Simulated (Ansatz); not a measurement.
**Stretch profile**

SiO₂ (SMILES O=[Si]=O), singlet, at its PBE0-D4/def2-TZVP minimum:

```xyz
3
angstrom
O 0.6977 1.2296 0.5188
Si -0.0000 0.0000 -0.0000
O -0.6977 -1.2296 -0.5188
```

The bond length Si2–O3 (1.506 Å at the minimum) is set to the values below, the two halves moving rigidly along the bond. Each method's energies count from its own value at the PBE0-D4 minimum structure. 1 of 9 computed points, where the reference changed state or T1 grew large, are left out. Program: Ansatz 0.2.0. Basis: def2-TZVPP. Cores are frozen in the correlated methods. B3LYP uses VWN-RPA correlation.

```tsv
bond length (Å)	CCSD(T) (eV)	HF (eV)	PBE0-D4 (eV)
1.295	2.195	1.637	2.044
1.339	1.283	0.835	1.166
1.404	0.450	0.172	0.380
1.480	0.038	-0.032	0.021
1.564	0.052	0.208	0.090
1.655	0.407	0.789	0.502
1.751	0.992	1.563	1.139
1.852	1.709	2.387	1.903
```

Minimum and curvature along this coordinate at CCSD(T): A fifth-order fit through the nearest points gives 1.517 Å, with a curvature of about 56 eV/Å².

Task: Treat the two halves as rigid bodies and work out the harmonic wavenumber of this stretch from that curvature (ν̃ = 521.5 √(k/μ) cm⁻¹ with k in eV/Å² and μ in u).

Result: The halves weigh 44.09 and 16.00 u, so μ = 44.09 × 16.00/60.09 = 11.740 u and ν̃ = 521.5 √(56/11.740) ≈ 1100 cm⁻¹. A true normal mode mixes in other motions, so this is a guide only.

Largest difference from the CCSD(T) curve over the scan: PBE-D4 0.155; r2SCAN-D4 0.087; B3LYP-D4 0.109; wB97M-V 0.207 eV. Each curve counts from its own value at the minimum.

No T1 diagnostic of these runs exceeds 0.039. The T1 diagnostic is large here, which may signal multireference character or strong orbital relaxation, so CCSD(T) is less sure. The restricted Hartree–Fock reference is unstable towards an unrestricted one here.

For scale, one of the runs: CCSD(T)/def2-TZVPP, 104 basis functions (an equivalent command: `ansatz run in.yaml --threads 2`). The run took about 3.6 s on 2 CPU threads (shared host).
